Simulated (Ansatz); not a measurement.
# HCl+ (doublet): the correlation ladder, def2-QZVPP

The task here is to estimate one member of a computed series from the others.

The runs use Ansatz 0.2.0, Gaussian basis; def2-QZVPP, core rule «outside noble gas», up to 5 orbitals frozen.

Plan: UHF; ROHF; CCSD(T) on UHF.

### What is computed

The geometry is a PBE0/def2-TZVP stationary point (not a proven minimum).

2 atoms, charge 1, spin multiplicity 2.

Atoms are counted from 1 here; the program's logs count them from 0.

Bond lengths: Cl1–H2 1.321 Å.

Geometry (Å):

```xyz
2
ClH
Cl    0.0000    0.0000    0.0000
H     0.0000    0.0000    1.3212
```

The first run:

in.yaml reads:

```yaml
crystal:
  periodic: [false, false, false]
  atoms:
    - {symbol: Cl, position_ang: [0.000000, 0.000000, 0.000000]}
    - {symbol: H, position_ang: [0.000000, 0.000000, 1.321200]}
basis:
  gaussian: {orbitals: "def2-QZVPP.json"}
total_charge: 1
magnetization: {spin_polarized: true, initial_magnetization: 1}
hamiltonian: {xc: hf}
output: {orbitals: {seedname: orbitals}}
```

Started as:

```bash
> ansatz run in.yaml --threads 1 --pin off --events-out ev --progress --plain --max-ram 2393MiB
```

Steps of the session up to this table: UHF; ROHF; CCSD(T) on UHF.

One of the session's tables, all rows but one given; the rest of the session is left out.

```
  method  from UCCSD(T) (meV)
    ROHF              +5838.0
     UHF                    ?
    UMP2               +855.5
   UCCSD               +193.8
UCCSD(T)                    0
```

**Question.** Estimate the row for UHF.

**Answer.** from UCCSD(T) (meV): +5663.9. In the column «from UCCSD(T) (meV)» it lies between UMP2 (+855.5) and ROHF (+5838.0).
